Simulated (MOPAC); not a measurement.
Job for MOPAC: AM1 on HF2ts, 2S+1 = 2.

```
AM1 1SCF PRECISE CHARGE=0 UHF MS=0.5 THREADS=1
F2H

H      0.00000000 1     0.00000000 1    -2.23127300 1
F      0.00000000 1     0.00000000 1    -0.61621800 1
F      0.00000000 1     0.00000000 1     0.86413800 1
```

Program output:

```
*******************************************************************************
 **                                                                           **
 **                              MOPAC v23.2.5                                **
 **                                                                           **
 *******************************************************************************
 ** MOPAC's Digital Object Identifier: https://doi.org/10.5281/zenodo.6511958 **
 **                                                                           **
 ** Please cite the open-source release paper for use of this MOPAC version:  **
 ** J. E. Moussa and J. J. P. Stewart (2026)                                  **
 ** MOPAC: An open-source semiempirical molecular orbital program             **
 ** J. Open Source Softw., 11(119), 8025, https://doi.org/10.21105/joss.08025 **
 *******************************************************************************

                              AM1 CALCULATION RESULTS

 *******************************************************************************
 *  AM1        - The AM1 Hamiltonian to be used
 *  UHF        - UNRESTRICTED HARTREE-FOCK CALCULATION
 *
 *
 *
 *                 CHARGE ON SYSTEM = 0
 *
 *
 *
 *  MS=        - IN MECI, MAGNETIC COMPONENT OF SPIN =  0.5
 *  PRECISE    - TIGHTER CRITERIA TO BE USED
 *  1SCF       - DO 1 SCF AND THEN STOP
 *  THREADS=1  - MULTI-THREADING NOT USED
 *  T=         - A TIME OF 172800.0 SECONDS REQUESTED
 *  DUMP=N     - RESTART FILE WRITTEN EVERY 7200.0 SECONDS REQUESTED
 *******************************************************************************
AM1 1SCF PRECISE CHARGE=0 UHF MS=0.5 THREADS=1
 F2H

   ATOM   CHEMICAL          X               Y               Z
  NUMBER   SYMBOL      (ANGSTROMS)     (ANGSTROMS)     (ANGSTROMS)

     1       H          0.00000000  *   0.00000000  *  -2.23127300  *
     2       F          0.00000000  *   0.00000000  *  -0.61621800  *
     3       F          0.00000000  *   0.00000000  *   0.86413800  *



          CARTESIAN COORDINATES

    NO.       ATOM           X           Y           Z

     1         H          0.0000      0.0000     -2.2313
     2         F          0.0000      0.0000     -0.6162
     3         F          0.0000      0.0000      0.8641

  H: (AM1): M.J.S. DEWAR ET AL, J. AM. CHEM. SOC. 107 3902-3909 (1985)
  F: (AM1): M.J.S. DEWAR AND E. G. ZOEBISCH, THEOCHEM, 180, 1 (1988).

           Empirical Formula: H F2  =     3 atoms



      MOLECULAR POINT GROUP   :   C*v


          UHF CALCULATION, NO. OF ALPHA ELECTRONS =    8
                           NO. OF BETA  ELECTRONS =    7

 -------------------------------------------------------------------------------
 AM1 1SCF PRECISE CHARGE=0 UHF MS=0.5 THREADS=1
 F2H



     1SCF WAS SPECIFIED, SO BFGS WAS NOT USED
     SCF FIELD WAS ACHIEVED


                              AM1 CALCULATION
                                                       MOPAC v23.2.5 Linux




          FINAL HEAT OF FORMATION =         27.87775 KCAL/MOL =     116.64051 KJ/MOL


          COSMO AREA              =         60.80 SQUARE ANGSTROMS
          COSMO VOLUME            =         39.88 CUBIC ANGSTROMS

          IONIZATION POTENTIAL    =         11.321583 EV
          ALPHA SOMO LUMO (EV)    =        -11.322  0.379
          BETA  SOMO LUMO (EV)    =        -13.914 -0.677
          NO. OF ALPHA ELECTRONS  =          8
          NO. OF BETA  ELECTRONS  =          7
          MOLECULAR WEIGHT        =         39.0047         POINT GROUP:  C*v

          MOLECULAR DIMENSIONS (Angstroms)

            Atom       Atom       Distance
            F     3    H     1     3.09541
            F     3    H     1     0.00000
            H     1    F     2     0.00000


          SCF CALCULATIONS        =          1





   ATOM   CHEMICAL          X               Y               Z
  NUMBER   SYMBOL      (ANGSTROMS)     (ANGSTROMS)     (ANGSTROMS)

     1       H          0.00000000  *   0.00000000  *  -2.23127300  *
     2       F          0.00000000  *   0.00000000  *  -0.61621800  *
     3       F          0.00000000  *   0.00000000  *   0.86413800  *

                             CARTESIAN COORDINATES

   1    H        0.000000000     0.000000000    -2.231273000
   2    F        0.000000000     0.000000000    -0.616218000
   3    F        0.000000000     0.000000000     0.864138000


           Empirical Formula: H F2  =     3 atoms



      MOLECULAR POINT GROUP   :   C*v


          ALPHA EIGENVALUES
 -47.38418 -44.79557 -19.25177 -16.71369 -16.71369 -14.03312 -14.03312 -11.32158
   0.37910


           BETA EIGENVALUES
 -47.25188 -44.19978 -18.56043 -16.65893 -16.65893 -13.91400 -13.91400  -0.67716
   2.36249


              NET ATOMIC CHARGES AND DIPOLE CONTRIBUTIONS

  ATOM NO.   TYPE          CHARGE      No. of ELECS.   s-Pop       p-Pop
    1          H           0.073307        0.9267     0.92669
    2          F          -0.031819        7.0318     1.98365     5.04817
    3          F          -0.041488        7.0415     1.99021     5.05128
 DIPOLE           X         Y         Z       TOTAL
 POINT-CHG.     0.000     0.000    -0.864     0.864
 HYBRID        -0.000    -0.000    -0.056     0.056
 SUM           -0.000    -0.000    -0.919     0.919


          ATOMIC ORBITAL ELECTRON POPULATIONS

     Atom    s        px        py        pz
    1  H   0.92669
    2  F   1.98365   2.00000   2.00000   1.04817
    3  F   1.99021   2.00000   2.00000   1.05128


                    (SZ)    =    0.500000
                    (S**2)  =    0.798860


          ATOMIC ORBITAL SPIN POPULATIONS

    Atom   Total    s     px     py     pz
         Atomic
    1  H  0.8623  0.862
    2  F -0.1902  0.015  0.000  0.000 -0.205
    3  F  0.3278 -0.002  0.000 -0.000  0.330

 **********************
 *                    *
 * JOB ENDED NORMALLY *
 *                    *
 **********************




 == MOPAC DONE ==
```

The run finished.

Cost: roughly 0.010 core-seconds.
